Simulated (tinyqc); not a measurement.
Inside a calculation. Method: UHF in the sto-3g basis, for H2O, spin multiplicity 1. One step of it, computed by the program tinyqc.

Problem. Iteration 2: DIIS coefficients. Solve [B -1; -1 0][c; lambda] = [0; -1] for the coefficients, which sum to one.

B (overlaps of the stored error matrices):
```
                1               2
1   1.7014757e+00  -8.7180147e-03
2  -8.7180147e-03   7.9806390e-02
```

Give: DIIS coefficients.

Solution.

DIIS coefficients: 0.049  0.951
